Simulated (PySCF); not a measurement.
Cl: ionisation energy

Cl [Ne] 3s2 3p5 (2P) → Cl⁺ [Ne] 3s2 3p4 (3P), as a difference of total energies. Computed with PySCF 2.14 in x2c-TZVPPall (5s5p3d1f, 42 functions), with scalar relativity by spin-free X2C-1e. Correlated levels: valence and next inner shell: 1s2 frozen. The calculations carry no spin-orbit coupling.

| method | ionisation energy (eV) |
| --- | --- |
| UHF | 11.759 |
| MP2 (valence and next inner shell) | 12.714 |
| SCS-MP2 (valence and next inner shell) | 12.707 |
| CCSD (valence and next inner shell) | 12.669 |
| CCSD(T) (valence and next inner shell) | 12.707 |

**Question.** How much does correlation contribute at CCSD(T) (valence and next inner shell)?

**Answer.** 12.707 − (11.759) = 0.948 eV, measured against UHF.

Errors of the correlated levels include the incompleteness of this basis and the frozen core.

For comparison: 12.974 eV (measured; NIST levels, between the centres of gravity of the two terms).
